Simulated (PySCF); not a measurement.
## Working out the ionisation energy of Li

Li [He] 2s1 (2S) → Li⁺ 1s2 (1S). All numbers are calculated (PySCF 2.14, scalar relativity by spin-free X2C-1e, in ANO-RCC-VTZP (4s3p2d1f, 30 functions)). Frozen: nothing. Energies in hartree (1 hartree = 27.21139 eV):

```tsv
part	Li (lower)	Li⁺ (upper)
UHF	-7.433391	-7.237059
CCSD correlation	-0.036539	-0.035757
(T)	-0.000007	0.000000
```

**Question.** What does Hartree-Fock give?

**Answer.** (-7.237059) − (-7.433391) = 0.196332 hartree = 5.342 eV.

**Question.** What do CCSD and CCSD(T) give?

**Answer.** The CCSD correlation energies differ by 0.000782 hartree = 0.021 eV and the triples by 0.000007 hartree = 0.000 eV, so CCSD gives 5.363 eV and CCSD(T) 5.363 eV.

Measured between the centres of the two terms (NIST): 5.392 eV, so CCSD(T) (valence and next inner shell) is off by -0.029 eV.

What remains against the reference includes basis incompleteness and higher excitations.
